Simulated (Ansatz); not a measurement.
HB–AlH: how the vertical ionisation to the doublet moves with the basis

HB–AlH, triplet; coordinates (Å): B 0.000 0.000 1.051; Al 0.000 0.000 -0.857; H 0.000 0.000 2.234; H 0.000 0.000 -2.428. Quantity: vertical ionisation to the doublet.

Ansatz 0.2.0, basis 6-31G or cc-pVDZ or cc-pVTZ; geometries are PBE0/def2-TZVP minima. Wave-function levels freeze the cores; HF, MP2 and coupled cluster are restricted for singlets and unrestricted otherwise, Kohn–Sham unrestricted where that lies lower. The reference is CCSDT(Q) or CCSDTQ or full CI (coupled cluster only where its series has nearly closed). Semilocal and hybrid functionals correlate all electrons outside any core potential and usually lie nearer their basis limit than the reference, so part of their error here is the reference's basis and frozen-core error; RPA and the MP2 part of double hybrids freeze the same cores as the reference. None of these values is a measured one. Energies are electronic, without zero-point terms. No spin–orbit coupling and no scalar relativity. The species are chosen: bound, without strong static correlation by their natural occupations or amplitudes, in their lowest spin state as far as vertical gaps and like structures tell, with only the lowest ion state computed, and with a ladder that closes on the reference, so errors are smaller than for species at large; levels whose determinant breaks symmetry or spin markedly are left out.

```
    level       6-31G (eV)    cc-pVDZ (eV)      cc-pVTZ (eV)
reference  7.269 (full CI)  7.494 (CCSDTQ)  7.593 (CCSDT(Q))
     CCSD            7.231           7.415             7.487
  CCSD(T)            7.259           7.476             7.573
    CCSDT            7.265           7.488             7.586
      PBE            7.866           7.833             7.830
   r2SCAN            7.912           7.854             7.842
    B3LYP            7.661           7.636             7.637
  wB97M-V            7.527           7.519             7.533
```

From 6-31G to cc-pVTZ the reference moves by 0.324 eV and PBE by -0.036; the step from CCSD(T) to the reference is 0.010 in the first and 0.020 in the last.
